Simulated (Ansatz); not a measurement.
**C₃H₇NS: up Jacob's ladder to CCSD(T)**

How much do the methods differ for C₃H₇NS? The plan is to run it at one geometry with functionals of several rungs and with coupled cluster, and see how far each lands from CCSD(T) at the basis-set limit for the atomisation energy.

The runs use Ansatz 0.2.0, Gaussian basis; functionals in def2-TZVPP, the program's frozen cores in correlated methods.

Levels to be run: PBE-D4, r2SCAN-D4, PBE0-D4, B3LYP-D4, ωB97X-V, ωB97M-V, B2PLYP; CCSD(T)/def2-TZVPP; MP2/def2-QZVPP; extrapolation to the limit.

### 1 Structure used throughout

The geometry comes from an earlier relaxation with PBE0-D4 in a triple-zeta def2 set; it is a stationary point, not always the lowest conformer.

12 atoms, charge 0, spin multiplicity 1.

Atoms are counted from 1 here; the program's logs count them from 0.

Bond lengths: C1–N2 1.438 Å, C1–H6 1.093 Å, C1–H7 1.104 Å, C1–H8 1.093 Å, N2–C3 1.455 Å, N2–C5 1.455 Å, C3–S4 1.826 Å, C3–H9 1.092 Å, C3–H10 1.100 Å, S4–C5 1.826 Å, C5–H11 1.100 Å, C5–H12 1.092 Å. Angles: N2–C1–H6 109.7°, N2–C1–H7 113.0°, N2–C1–H8 109.7°, H6–C1–H7 108.3°, H6–C1–H8 107.7°, H7–C1–H8 108.3°, C1–N2–C3 116.7°, C1–N2–C5 116.7°, C3–N2–C5 98.1°, N2–C3–S4 91.6°, N2–C3–H9 114.7°, N2–C3–H10 113.7°, S4–C3–H9 114.7°, S4–C3–H10 111.4°, H9–C3–H10 109.8°, C3–S4–C5 74.0°, N2–C5–S4 91.6°, N2–C5–H11 113.7° and more.

### 2 PBE-D4 (GGA)

The input, in.yaml:

```yaml
crystal:
  periodic: [false, false, false]
  atoms:
    - {symbol: C, position_ang: [-1.129217, 0.498714, 0.642729]}
    - {symbol: N, position_ang: [0.051929, -0.287989, 0.411279]}
    - {symbol: C, position_ang: [1.284920, 0.442345, 0.161989]}
    - {symbol: S, position_ang: [1.841017, -0.807884, -1.047045]}
    - {symbol: C, position_ang: [0.060807, -1.117218, -0.783749]}
    - {symbol: H, position_ang: [-1.987498, -0.160890, 0.790868]}
    - {symbol: H, position_ang: [-1.359165, 1.186049, -0.190490]}
    - {symbol: H, position_ang: [-1.004523, 1.090973, 1.552328]}
    - {symbol: H, position_ang: [1.933067, 0.553977, 1.033951]}
    - {symbol: H, position_ang: [1.130024, 1.421879, -0.315077]}
    - {symbol: H, position_ang: [-0.544109, -0.710949, -1.608424]}
    - {symbol: H, position_ang: [-0.200353, -2.164106, -0.614358]}
basis:
  gaussian: {orbitals: def2-TZVPP}
hamiltonian: {xc: pbe, dispersion: d4}
output: {forces: true, orbitals: {seedname: orbitals}}
```

Run with:

```sh
ansatz run in.yaml --threads 4 --pin off --events-out ev --progress --plain --max-ram 10444MiB
```

After this run come: r2SCAN-D4 (meta-GGA); PBE0-D4 (hybrid); B3LYP-D4 (hybrid); ωB97X-V (range-separated); ωB97M-V (range-separated); B2PLYP (double hybrid); CCSD(T) in def2-TZVPP; MP2 in def2-QZVPP.

**Question.** What will the summary of the whole plan be? Wanted: atomisation energy, CCSD(T)/CBS; farthest; mean size of error, hybrid; mean size of error, range-separated; gap, smallest and largest; T1 diagnostic; triples share of the correlation energy.

**Answer**, as computed:

```
                               quantity                                 value
        atomisation energy, CCSD(T)/CBS                       1073.1 kcal/mol
functionals within 5.4 kcal/mol (0.5 %)                   r2SCAN-D4, B3LYP-D4
                               farthest               PBE-D4 (+33.8 kcal/mol)
             mean size of error, hybrid                          7.6 kcal/mol
    mean size of error, range-separated                          7.6 kcal/mol
              gap, smallest and largest  3.99 eV (PBE-D4), 10.92 eV (ωB97X-V)
                          T1 diagnostic                                0.0105
triples share of the correlation energy                                 4.3 %
```

PBE-D4 misses by +33.8 kcal/mol. Double hybrids carry the basis error of their MP2 part in triple zeta, and no dispersion term here, so their miss is partly the set-up's. Misses under about 5.4 kcal/mol are within the doubt on the reference itself, which lacks core-valence correlation, relativity and higher excitations. Hartree-Fock recovers 70 % of the binding; the rest is correlation. The gap grows from 4.0 to 10.9 eV across the functionals, mostly with the share of exact exchange.
